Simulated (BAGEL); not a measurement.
# HF/STO-3G (density fitting with qzvpp-jkfit) run of C2H2FNO (SMILES FC1=NCO1)

Aim: the energy change on altering one bond length of C2H2FNO at HF/STO-3G (density fitting with qzvpp-jkfit), from 2 runs. 

The calculation is run with BAGEL 1.2.2.

### 1 The structure to begin with

C2H2FNO has 7 atoms, charge 0, and is taken as a singlet. SMILES: `FC1=NCO1`. The coordinates come from a PBE0-D4/def2-TZVP relaxation.

Bond lengths: F1–C2 1.291 Å, C2–N3 1.270 Å, N3–C4 1.465 Å, C2–O5 1.336 Å, C4–O5 1.481 Å, C4–H6 1.089 Å, C4–H7 1.089 Å. Some angles: F1–C2–N3 132.4°, F1–C2–O5 120.4°, N3–C2–O5 107.2°, C2–N3–C4 82.4°, N3–C4–O5 90.8°, C2–O5–C4 79.6°, N3–C4–H6 114.9°, N3–C4–H7 114.9°, O5–C4–H6 110.1°, O5–C4–H7 110.1°.

### 2 The energy at HF/STO-3G (density fitting with qzvpp-jkfit)

Contents of input.json:

```json
{ "bagel" : [

{
  "title" : "molecule",
  "basis" : "sto-3g",
  "df_basis" : "qzvpp-jkfit",
  "angstrom" : true,
  "geometry" : [
    { "atom" : "F", "xyz" : [      -1.048500,      -1.965600,       0.441600 ] },
    { "atom" : "C", "xyz" : [      -0.514700,      -0.825600,       0.153600 ] },
    { "atom" : "N", "xyz" : [      -0.970200,       0.214200,      -0.416500 ] },
    { "atom" : "C", "xyz" : [       0.388600,       0.705700,      -0.172700 ] },
    { "atom" : "O", "xyz" : [       0.759400,      -0.577400,       0.468200 ] },
    { "atom" : "H", "xyz" : [       0.459800,       1.518100,       0.548600 ] },
    { "atom" : "H", "xyz" : [       0.987000,       0.862600,      -1.068600 ] }
  ]
},

{
  "title" : "hf"
},

{
  "title" : "print",
  "file" : "orbitals.molden",
  "orbitals" : true
}

]}
```

Run with:

```sh
BAGEL_NUM_THREADS=1 BAGEL input.json > input.out
```

Output:

```text
* using 1 threads per process

  ===============================================================
  ===============================================================

  *** Geometry ***

  { "atom" : "F", "xyz" : [     -1.981378,     -3.714446,      0.834503 ] },
  { "atom" : "C", "xyz" : [     -0.972642,     -1.560158,      0.290262 ] },
  { "atom" : "N", "xyz" : [     -1.833412,      0.404779,     -0.787071 ] },
  { "atom" : "C", "xyz" : [      0.734348,      1.333580,     -0.326356 ] },
  { "atom" : "O", "xyz" : [      1.435058,     -1.091128,      0.884770 ] },
  { "atom" : "H", "xyz" : [      0.868896,      2.868793,      1.036704 ] },
  { "atom" : "H", "xyz" : [      1.865160,      1.630078,     -2.019361 ] },

  Number of auxiliary basis functions:      417

  Since a DF basis is specified, we compute 2- and 3-index integrals:
    o Being stored without compression. Storage requirement is 0.002 GB

  Number of basis functions:       27
  Number of electrons      :       38

    * METHOD: MOLECULE                             0.10

  *** RHF ***

  === Nuclear Repulsion ===
   174.3176668426

      * DIIS with orbital gradients will be used.

  === RHF iteration (sto-3g) ===
      0       -301.32819925          0.03053028           0.01
      1       -301.49099239          0.01354160           0.01
      2       -301.52226966          0.00189175           0.01
      3       -301.52352210          0.00094257           0.01
      4       -301.52385293          0.00028570           0.01
      5       -301.52391242          0.00010179           0.01
      6       -301.52391896          0.00002786           0.01
      7       -301.52391937          0.00000917           0.01
      8       -301.52391941          0.00000222           0.01
      9       -301.52391941          0.00000083           0.01
     10       -301.52391941          0.00000039           0.01
     11       -301.52391941          0.00000008           0.01
     12       -301.52391941          0.00000003           0.01
     13       -301.52391941          0.00000001           0.01
    * SCF iteration converged.

    * Permanent dipole moment:
           (   -0.502808,    -0.166002,    -0.096795) a.u.

    * METHOD: HF                                   0.22

    * METHOD: PRINT                                0.00

  ===============================================================
```

Wall time 0.48 s (1 thread of Arm Neoverse V2, shared host).

### 3 The distorted shape

Contents of calc.json:

```json
{ "bagel" : [

{
  "title" : "molecule",
  "basis" : "sto-3g",
  "df_basis" : "qzvpp-jkfit",
  "angstrom" : true,
  "geometry" : [
    { "atom" : "F", "xyz" : [   -1.133939,   -2.940473,   -0.423953 ] },
    { "atom" : "C", "xyz" : [   -0.600139,   -1.800473,   -0.711953 ] },
    { "atom" : "N", "xyz" : [   -1.055639,   -0.760673,   -1.282053 ] },
    { "atom" : "C", "xyz" : [    0.303161,   -0.269173,   -1.038253 ] },
    { "atom" : "O", "xyz" : [    0.673961,   -1.552273,   -0.397353 ] },
    { "atom" : "H", "xyz" : [    0.459800,    1.518100,    0.548600 ] },
    { "atom" : "H", "xyz" : [    0.901561,   -0.112273,   -1.934153 ] }
  ]
},
{ "title" : "hf" },
{ "title" : "print", "file" : "orbitals.molden", "orbitals" : true }

]}
```

Run with:

```sh
BAGEL_NUM_THREADS=1 BAGEL calc.json > calc.out
```

Output:

```text
* using 1 threads per process

  ===============================================================
  ===============================================================

  *** Geometry ***

  { "atom" : "F", "xyz" : [     -2.142834,     -5.556689,     -0.801155 ] },
  { "atom" : "C", "xyz" : [     -1.134098,     -3.402401,     -1.345396 ] },
  { "atom" : "N", "xyz" : [     -1.994869,     -1.437464,     -2.422729 ] },
  { "atom" : "C", "xyz" : [      0.572891,     -0.508663,     -1.962014 ] },
  { "atom" : "O", "xyz" : [      1.273602,     -2.933371,     -0.750888 ] },
  { "atom" : "H", "xyz" : [      0.868896,      2.868793,      1.036704 ] },
  { "atom" : "H", "xyz" : [      1.703703,     -0.212165,     -3.655019 ] },

  Number of auxiliary basis functions:      417

  Since a DF basis is specified, we compute 2- and 3-index integrals:
    o Being stored without compression. Storage requirement is 0.002 GB

  Number of basis functions:       27
  Number of electrons      :       38

    * METHOD: MOLECULE                             0.10

  *** RHF ***

  === Nuclear Repulsion ===
   170.6935192166

      * DIIS with orbital gradients will be used.

  === RHF iteration (sto-3g) ===
      0       -300.87576945          0.03575768           0.01
      1       -301.04083173          0.02602149           0.01
      2       -301.21051565          0.00345399           0.01
      3       -301.21375508          0.00125625           0.01
      4       -301.21449091          0.00045757           0.01
      5       -301.21458103          0.00017960           0.01
      6       -301.21460127          0.00009180           0.01
      7       -301.21460644          0.00001985           0.01
      8       -301.21460666          0.00000777           0.01
      9       -301.21460669          0.00000296           0.01
     10       -301.21460669          0.00000086           0.01
     11       -301.21460669          0.00000032           0.01
     12       -301.21460669          0.00000011           0.01
     13       -301.21460669          0.00000005           0.01
     14       -301.21460669          0.00000002           0.01
     15       -301.21460669          0.00000001           0.01
     16       -301.21460669          0.00000000           0.01
    * SCF iteration converged.

    * Permanent dipole moment:
           (   -0.450690,    -0.029973,    -0.053675) a.u.

    * METHOD: HF                                   0.25

    * METHOD: PRINT                                0.00

  ===============================================================
```

Run time: 0.52 s. Hardware: 1 thread of Arm Neoverse V2, shared host.

### 4 Outcome

At HF/STO-3G (density fitting with qzvpp-jkfit):

| quantity | value |
| --- | --- |
| first shape: total energy | -301.52392 Eh |
| first shape: dipole moment | 1.37 D |
| first shape: HOMO energy | -9.09 eV |
| first shape: LUMO energy | 7.95 eV |
| first shape: HOMO–LUMO gap | 17.04 eV |
| distorted shape: total energy | -301.21461 Eh |
| distorted shape: dipole moment | 1.16 D |
| distorted shape: HOMO energy | -6.93 eV |
| distorted shape: LUMO energy | 2.06 eV |
| distorted shape: HOMO–LUMO gap | 8.99 eV |
| energy change with the C4–H6 bond stretched from 1.089 to 2.395 Å | 8.417 eV |

**Reading.** One bond (distorted shape) is far stretched, which a spin-restricted single reference describes badly; a broken-symmetry solution may lie lower. With the C4–H6 bond stretched from 1.089 to 2.395 Å the energy rises by 8.42 eV (812 kJ/mol). The first shape isn't relaxed at this level, so the change isn't measured from a minimum. A restricted reference can't describe the breaking bond well at this length. The minimal basis adds a large error of its own.
